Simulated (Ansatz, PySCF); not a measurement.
# How well does each level of theory give the cohesive energy of rock-salt MgS?

Reference value: 4.04 eV/atom (measured, corrected for zero-point motion; as tabulated in Goldzak et al. (2022), arXiv:2208.04865).

Task: What do LDA, PBE, PBE-D4, r²SCAN, r²SCAN0, Hartree–Fock, MP2 give, and how far is each from the reference?

Result: 
```csv
level (code),value (eV/atom),cell (Å³/atom),error (eV/atom)
LDA (Ansatz),4.36,16.87,+0.32
PBE (Ansatz),3.72,17.88,-0.32
PBE-D4 (Ansatz),4.01,17.29,-0.03
r²SCAN (Ansatz),4.01,17.61,-0.03
r²SCAN0 (Ansatz),3.95,17.43,-0.09
Hartree–Fock (PySCF),2.86 ± 0.08,18.44,-1.18
MP2 (PySCF),4.37 ± 0.1,17.36,+0.33
```

Once the reference is moved by up to 0.03 eV/atom (a margin picked here for doubts on the reference and the settings) and values within 0.03 eV/atom count as equal, the nearest can be PBE-D4 (-0.03 eV/atom) or r²SCAN (-0.03 eV/atom). Farthest off among them: Hartree–Fock (-1.18 eV/atom). Within 0.2 eV/atom: PBE-D4, r²SCAN, r²SCAN0.

Free atoms are spin-polarised, in the lowest state found; at levels without +SOC their spin–orbit coupling is left out.  A ± on a computed value is a rough bar: the spread of its extrapolation, a floor set from checks against published values, or a statistical error. Each level is taken at its own relaxed cell. Cutoffs and k meshes differ between the levels. Ansatz's density-functional and Hartree–Fock values are scalar-relativistic unless marked +SOC, with PAW data made under PBE.

Differences are worked out from the printed values.

Ansatz is an electronic-structure program.
